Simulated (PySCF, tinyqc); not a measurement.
Worked calculation: CIS on RHF in the sto-6g basis, frozen core, for OH-, spin multiplicity 1. The basis has no diffuse functions, so it cannot describe the extra electron: this is an exercise in the method, not the real anion. The lowest restricted solution is unstable here: a spin-polarised one lies 0.0003 hartree lower (PySCF). One step of it, computed by the program tinyqc.

Task: CIS matrix, triplets. A(ia,jb) = (e_a - e_i) d_ij d_ab - (ij|ab).

orbital energies (hartree): MO1 -19.852405, MO2 -0.626315, MO3 0.103083, MO4 0.124528, MO5 0.124528, MO6 0.832160

Two-electron integrals over orbitals (pq|rs), unique and non-zero (hartree); the lowest 1 orbital is frozen and left out:
```
(22|22) 0.770993    (32|22) -0.069065   (32|32) 0.078188    (33|22) 0.478605
(33|32) 0.039045    (33|33) 0.610077    (42|42) 0.167109    (43|42) -0.027158
(43|43) 0.017545    (44|22) 0.791230    (44|32) -0.075514   (44|33) 0.462598
(44|44) 0.880663    (52|52) 0.167109    (53|52) -0.027158   (53|53) 0.017545
(54|54) 0.047461    (55|22) 0.791230    (55|32) -0.075514   (55|33) 0.462598
(55|44) 0.785741    (55|55) 0.880663    (62|22) 0.043456    (62|32) 0.067520
(62|33) 0.009394    (62|44) 0.051111    (62|55) 0.051111    (62|62) 0.121730
(63|22) 0.191230    (63|32) -0.076438   (63|33) -0.066735   (63|44) 0.194707
(63|55) 0.194707    (63|62) 0.003474    (63|63) 0.186986    (64|42) 0.020354
(64|43) 0.017469    (64|64) 0.038268    (65|52) 0.020354    (65|53) 0.017469
(65|65) 0.038268    (66|22) 0.684612    (66|32) -0.013245   (66|33) 0.554222
(66|44) 0.677199    (66|55) 0.677199    (66|62) 0.060379    (66|63) 0.110187
(66|66) 0.700914
```

Give: CIS matrix A, triplet.

Result:

CIS matrix A, triplet (hartree), lower triangle:
```
       2>6    3>6    4>6    5>6
2>6  0.774
3>6  0.013  0.175
4>6  0.000  0.000  0.030
5>6  0.000  0.000  0.000  0.030
```
